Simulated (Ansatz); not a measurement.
## A relaxation, step by step

CH7OSi, doublet, PBE0-D4/def2-TZVP (Ansatz 0.2.0). Settings:

```yaml
hamiltonian: {xc: pbe0, dispersion: d4}
relax: {f_tol: 0.005, max_steps: 200}
```

Start, a step off a saddle point along its unstable mode:

```tsv
atom	x (Å)	y (Å)	z (Å)
H1	0.0736	-0.3397	0.0387
Si2	0.8973	0.1330	-0.8031
O3	0.5589	1.7436	-0.9560
C4	-1.4032	-0.7891	1.4253
H5	0.7878	-0.5385	-2.1409
H6	2.3182	-0.0612	-0.3667
H7	1.0749	2.2711	-1.5740
H8	-0.7072	-1.3547	2.0612
H9	-2.0064	-1.3252	0.6865
H10	-1.5940	0.2609	1.6288
```

| step | energy less the last (meV) | largest force component (eV/Å) |
| --- | --- | --- |
| 1 | 788.0 | 4.690 |
| 4 (rejected trial) | 103.4 | 0.919 |
| 7 | 40.0 | 0.037 |
| 10 | 33.2 | 0.025 |
| 13 (rejected trial) | 28.7 | 0.585 |
| 16 | 19.8 | 0.168 |
| 19 | 6.2 | 0.033 |
| 22 | 2.8 | 0.092 |
| 25 (rejected trial) | 3.0 | 0.258 |
| 28 | 1.1 | 0.012 |
| 31 | 0.6 | 0.037 |
| 34 (rejected trial) | 1.5 | 0.094 |
| 37 | 0.2 | 0.017 |
| 40 | 0.1 | 0.014 |
| 43 (rejected trial) | 0.0 | 0.011 |
| 46 | 0.0 | 0.009 |
| 49 | 0.0 | 0.008 |
| 52 | 0.0 | 0.004 |
| 54 | 0.0 | 0.001 |

Step 28, positions (Å) and forces (eV/Å):

```tsv
atom	x	y	z	Fx	Fy	Fz
H1	0.919	-1.185	-0.443	0.003	0.003	-0.003
Si2	1.319	0.058	-1.139	-0.002	0.004	0.000
O3	0.338	1.245	-0.545	0.002	-0.004	0.000
C4	-1.734	-0.622	1.624	0.007	0.012	-0.012
H5	1.149	-0.102	-2.610	0.001	0.000	0.001
H6	2.754	0.354	-0.872	0.000	0.000	-0.001
H7	0.453	2.132	-0.886	0.000	-0.004	0.002
H8	-1.340	-0.925	2.584	-0.002	0.001	0.002
H9	-2.594	-1.134	1.216	-0.002	0.001	0.003
H10	-1.264	0.179	1.071	-0.007	-0.012	0.009
```

Step 46, positions (Å) and forces (eV/Å):

```csv
atom,x,y,z,Fx,Fy,Fz
H1,1.110,-1.242,-0.559,0.001,0.003,-0.001
Si2,1.396,0.061,-1.199,0.000,0.000,0.001
O3,0.349,1.137,-0.514,0.000,-0.001,0.001
C4,-1.811,-0.603,1.675,0.009,0.005,-0.002
H5,1.192,-0.036,-2.670,0.000,0.000,0.001
H6,2.812,0.451,-0.956,-0.001,-0.001,0.000
H7,0.387,2.049,-0.805,0.001,-0.001,-0.001
H8,-1.458,-0.858,2.664,-0.005,-0.001,-0.003
H9,-2.732,-1.035,1.310,0.000,-0.001,0.002
H10,-1.244,0.076,1.054,-0.004,-0.004,0.003
```

Step 49, positions (Å) and forces (eV/Å):

```tsv
atom	x	y	z	Fx	Fy	Fz
H1	1.114	-1.242	-0.561	0.000	0.000	0.000
Si2	1.397	0.062	-1.200	0.001	0.000	0.000
O3	0.349	1.136	-0.514	-0.001	-0.001	0.002
C4	-1.812	-0.604	1.676	0.006	0.008	-0.007
H5	1.192	-0.035	-2.671	0.000	0.000	0.000
H6	2.813	0.453	-0.958	0.000	0.000	0.000
H7	0.386	2.047	-0.804	0.000	0.001	-0.001
H8	-1.463	-0.858	2.667	-0.002	-0.001	0.000
H9	-2.735	-1.032	1.311	0.002	0.000	0.002
H10	-1.241	0.072	1.054	-0.006	-0.007	0.006
```

Last step (54):

```
10
angstrom
H 1.1199 -1.2434 -0.5633
Si 1.3994 0.0620 -1.2018
O 0.3504 1.1331 -0.5119
C -1.8143 -0.6027 1.6778
H 1.1912 -0.0336 -2.6726
H 2.8149 0.4555 -0.9618
H 0.3841 2.0446 -0.8038
H -1.4692 -0.8570 2.6697
H -2.7365 -1.0295 1.3102
H -1.2401 0.0710 1.0574
```

The run took about 68 s on 4 CPU threads of a Oxide Virtual Turin-like (shared host).
